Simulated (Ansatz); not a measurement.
The same path of C3H6FNO (12 atoms, charge 0, multiplicity 1) was run twice with different band settings. The coordinate that changes most is the angle C4–N5–H12.

These are results of RKS B3LYP-D4/def2-SVP (Ansatz 0.2.0), not measurements.

Relaxed end points:

```xyz
12
Properties=species:S:1:pos:R:3
C -0.020 -1.618 1.051
C 0.348 -0.544 0.052
O -0.612 0.519 0.175
C -0.443 1.561 -0.618
N 0.473 1.712 -1.466
F -1.417 2.444 -0.370
H 0.698 -2.450 0.985
H -1.028 -2.013 0.853
H 0.000 -1.224 2.079
H 1.354 -0.132 0.232
H 0.333 -0.914 -0.986
H 0.389 2.603 -1.954
```

```xyz
12
Properties=species:S:1:pos:R:3
C 0.031 -1.546 0.968
C 0.321 -0.415 0.006
O -0.674 0.594 0.195
C -0.603 1.688 -0.569
N 0.195 2.039 -1.473
F -1.608 2.479 -0.224
H 0.783 -2.342 0.851
H -0.964 -1.975 0.777
H 0.060 -1.189 2.009
H 1.319 0.022 0.189
H 0.291 -0.763 -1.042
H 0.925 1.353 -1.652
```

Common settings: movable images 7; climbing image yes; optimiser quadratic models (default); start path IDPP; force threshold 0.03 eV/Å; iteration limit 60; end points relaxed.

| run | spring |
| --- | --- |
| 1 | 5.0 eV/Å² |
| 2 | 0.1 eV/Å² |

(1) What does each run give, and how far can it be trusted?

Answers

(1) Run 1: converged after 14 iterations, highest image 0.850 eV above the first end. A vibrational analysis at the climbing image gives one clearly imaginary mode, 886i cm⁻¹: a first-order saddle point.
Run 2: converged after 20 iterations, highest image 0.850 eV above the first end. Another band between the same ends (7 images) ends at a top of the same energy, where a vibrational analysis finds 1 clearly imaginary mode.
